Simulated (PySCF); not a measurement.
# Worked example: Ge–CH3⁺, singlet against Ge–CH3, doublet

Geometry (PBE0/def2-TZVP stationary point of a doublet), kept for both states (Ge–CH3, doublet: A; Ge–CH3⁺, singlet: A):

| atom | x (Å) | y (Å) | z (Å) |
| --- | --- | --- | --- |
| Ge | 0.0000 | 0.0000 | 0.3544 |
| C | 0.0103 | 0.0000 | -1.6349 |
| H | -1.0513 | 0.0000 | -1.9236 |
| H | 0.4627 | 0.8945 | -2.0693 |
| H | 0.4627 | -0.8945 | -2.0693 |

Basis cc-pVDZ; PySCF 2.14.0. Only valence electrons are correlated (noble-gas cores and the filled d shells of p-block atoms frozen). Prefix R: restricted or restricted open-shell reference. No spin–orbit coupling is included, and no scalar relativity.

Full CI isn't at hand for all of this; RCCSDT serves as the reference. It lacks quadruple excitations, which often exceed the step from CCSD(T) to CCSDT.

| level | E(Ge–CH3, doublet) (hartree) | E(Ge–CH3⁺, singlet) (hartree) |
| --- | --- | --- |
| RCCSD(T) | -2115.150833 | -2114.901034 |
| PBE | -2116.445792 | -2116.190184 |
| PBE0 | -2116.508882 | -2116.249494 |
| RCCSDT | -2115.151572 | -2114.901736 |

Question: Give the vertical gap, Ge–CH3⁺ singlet less Ge–CH3 doublet, at each level in eV (1 hartree = 27.2114 eV), and each error against RCCSDT.

Answer: RCCSDT: (-2114.901736 − (-2115.151572)) × 27.2114 = 6.798 eV (the reference)
PBE0: (-2116.249494 − (-2116.508882)) × 27.2114 = 7.058 eV, error 0.260 eV
PBE: (-2116.190184 − (-2116.445792)) × 27.2114 = 6.955 eV, error 0.157 eV
RCCSD(T): (-2114.901034 − (-2115.150833)) × 27.2114 = 6.797 eV, error -0.001 eV

Total energies of functionals can't be set beside those of wave-function methods, since they hold the core's correlation and their own absolute errors; only the differences compare.

In so small a basis the reference is far from its limit while semilocal and hybrid functionals are nearer theirs, so the functionals' errors here hold much of the reference's basis and frozen-core error, which can add to them or hide them.

Each level lands on the state that its own search finds. T1 diagnostics of restricted CCSD: 0.015 and 0.013.
